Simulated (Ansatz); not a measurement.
**CF4, singlet: reading a ladder of total energies**

Geometry: MP2(full)/6-31G*, from the G2/97 set.

```json
{"atom": "C", "x (Å)": "0.0000", "y (Å)": "0.0000", "z (Å)": "0.0000"}
{"atom": "F", "x (Å)": "0.7674", "y (Å)": "0.7674", "z (Å)": "0.7674"}
{"atom": "F", "x (Å)": "-0.7674", "y (Å)": "-0.7674", "z (Å)": "0.7674"}
{"atom": "F", "x (Å)": "-0.7674", "y (Å)": "0.7674", "z (Å)": "-0.7674"}
{"atom": "F", "x (Å)": "0.7674", "y (Å)": "-0.7674", "z (Å)": "-0.7674"}
```

Basis cc-pVDZ; Ansatz 0.2.0. Correlated methods freeze the noble-gas cores, which leaves 32 electrons in 65 orbitals. Prefix R: restricted or restricted open-shell reference.

Full CI isn't at hand for all of this; RCCSDT(Q) serves as the reference, and is uncertain by about the last step of the cluster series.

Runs differ by some tens of microhartree through their thresholds, so steps under 0.03 kcal/mol mean nothing.

| level | total energy (hartree) |
| --- | --- |
| RHF | -435.662722 |
| RMP2 | -436.534694 |
| RCCSD | -436.543445 |
| RCCSD(T) | -436.560385 |
| RCCSDT | -436.560857 |
| RCCSDT(Q) | -436.562747 |

Q: What is the correlation energy at RCCSDT(Q), and what share of it do RMP2 and RCCSD recover?

A: E(corr) = -436.562747 − (-435.662722) = -0.900025 hartree = -24.491 eV. RMP2: -0.871972 / -0.900025 = 96.88 %. RCCSD: -0.880723 / -0.900025 = 97.86 %.

Q: By how many kcal/mol does RCCSD(T) miss RCCSDT(Q) (1 hartree = 627.509 kcal/mol), and which steps make up the rest?

A: -436.560385 − (-436.562747) = 0.002362 hartree = 1.48 kcal/mol. Steps: RCCSDT − RCCSD(T) = -0.30, RCCSDT(Q) − RCCSDT = -1.19 kcal/mol. Differences between like states or geometries often cancel part of this.
